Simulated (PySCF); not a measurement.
Compound: C2H4ClFO.
Z-matrix (Å and degrees, PBE0-D3(BJ)/def2-SVP geometry), rows numbered from 1:
```
O 
C   1  1.3874
C   2  1.5135  1  112.72
F   3  1.3633  2  108.12  1   -59.12
Cl  3  1.7773  2  111.95  1    60.63
H   1  0.9646  2  107.57  3    51.82
H   2  1.1002  1  108.38  3   120.86
H   2  1.1107  1  112.73  3  -120.28
H   3  1.1007  2  112.25  1  -179.02
```

Level of theory: PBE0-D3(BJ)/def2-SVP geometry optimisation, gas phase in PySCF.

Take the most abundant isotopes and a rigid rotor. The values belong to one conformer with, in the numbering `[OH:1][CH2:2][C@@H:3]([F:4])[Cl:5]`, H–O1–C2–C3 52°, O1–C2–C3–F4 -59°.

Q: What are A, B and C (MHz)?

A: Ia = 92.20, Ib = 161.51, Ic = 208.29 u·Å²; 505379 MHz·u·Å²/I gives A = 5481, B = 3129, C = 2426 MHz.

Q: What kind of rotor is it?

A: An asymmetric top. Ray's parameter κ = (2B − A − C)/(A − C) = -0.540; −1 is the prolate and +1 the oblate limit.

Q: What does the inertial defect say?

A: Not planar: Δ = Ic − Ia − Ib = -45.43 u·Å². For a rigid frame Δ = −2 Σ m c², so Σ m c² = 22.71 u·Å² lies off the ab plane: 6.89 from hydrogen and 15.83 from heavier atoms. The atom farthest from that plane is 1.50 Å away.

Q: Give the other two planar moments, Paa and Pbb, and the rms extents of the mass along the axes.

A: Paa = Σ m a² = (Ib + Ic − Ia)/2 = 138.80 and Pbb = Σ m b² = (Ia + Ic − Ib)/2 = 69.49 u·Å². With the mass M = 97.99 u, the rms extents √(P/M) along a, b and c are 1.19, 0.84, 0.48 Å.

Q: Give the coordinates in the principal-axis frame, origin at the centre of mass.

A: The sense of each axis is arbitrary; atoms in the order of the calculation.
| atom | mass (u) | a (Å) | b (Å) | c (Å) |
| --- | --- | --- | --- | --- |
| O1 | 15.995 | -1.651 | -0.866 | 0.523 |
| C2 | 12.000 | -1.217 | -0.338 | -0.684 |
| C3 | 12.000 | 0.042 | 0.489 | -0.542 |
| F4 | 18.998 | -0.214 | 1.506 | 0.328 |
| Cl5 | 34.969 | 1.399 | -0.472 | 0.087 |
| H6 | 1.008 | -1.704 | -0.141 | 1.156 |
| H7 | 1.008 | -1.026 | -1.170 | -1.378 |
| H8 | 1.008 | -1.972 | 0.325 | -1.158 |
| H9 | 1.008 | 0.370 | 0.918 | -1.501 |

Q: Where do the levels up to J = 5 lie, in cm⁻¹?

A: Above 0(0,0):
J = 1: 1(0,1) 0.1853, 1(1,1) 0.2638, 1(1,0) 0.2872
J = 2: 2(0,2) 0.5514, 2(1,2) 0.6110, 2(1,1) 0.6813, 2(2,1) 0.9167, 2(2,0) 0.9212
J = 3: 3(0,3) 1.0903, 3(1,3) 1.1291, 3(1,2) 1.2692, 3(2,2) 1.4726, 3(2,1) 1.4941, 3(3,1) 1.9261, 3(3,0) 1.9266
J = 4: 4(0,4) 1.7939, 4(1,4) 1.8159, 4(1,3) 2.0465, 4(2,3) 2.2103, 4(2,2) 2.2695, 4(3,2) 2.6749, 4(3,1) 2.6787, 4(4,1) 3.2995, 4(4,0) 3.2996
J = 5: 5(0,5) 2.6577, 5(1,5) 2.6689, 5(1,4) 3.0060, 5(2,4) 3.1268, 5(2,3) 3.2482, 5(3,3) 3.6121, 5(3,2) 3.6266, 5(4,2) 4.2361, 5(4,1) 4.2366, 5(5,1) 5.0385, 5(5,0) 5.0385
Those of J = 1 are B + C, A + C and A + B.

Q: Predict some low-J microwave lines.

A: The dipole components are |μa| = 0.82 D, |μb| = 1.06 D, |μc| = 1.60 D. The squared components, which scale the intensities, stand as 0.26 : 0.44 : 1.00 (a : b : c). Some lines, for components of 0.1 D or more:

```csv
type,branch,"J(Ka,Kc)",MHz,lower level (cm⁻¹)
b,Q,"3(1,2) ← 3(0,3)",5363,1.090
b,R,"2(0,2) ← 1(1,1)",8623,0.264
b,Q,"5(3,3) ← 5(2,4)",14547,3.127
b,Q,"5(4,1) ← 5(3,2)",18287,3.627
c,R,"3(1,2) ← 2(0,2)",21519,0.551
a,R,"4(1,3) ← 3(1,2)",23302,1.269
b,R,"5(1,4) ← 4(2,3)",23855,2.210
c,R,"3(2,1) ← 2(1,1)",24369,0.681
a,R,"5(3,3) ← 4(3,2)",28095,2.675
c,R,"3(3,1) ← 2(2,1)",30262,0.917
c,R,"5(2,4) ← 4(1,4)",39301,1.816
b,R,"5(2,3) ← 4(1,4)",42941,1.816
b,R,"5(4,1) ← 4(3,2)",46817,2.675
```

Q: Estimate the classical rotational partition function at 25 K, 100 K and 500 K.

A: Point group C1, symmetry number σ = 1; q = (√π/σ)·√((kT/h)³/(ABC)), k/h = 20836.6 MHz/K: 3270 at 25 K, 26100 at 100 K, 292000 at 500 K.

Whether it is a minimum is left open (no frequencies). No vibrational averaging or centrifugal distortion is included, and the geometry carries the error of its method. Quadrupole hyperfine structure (35Cl) is left out.
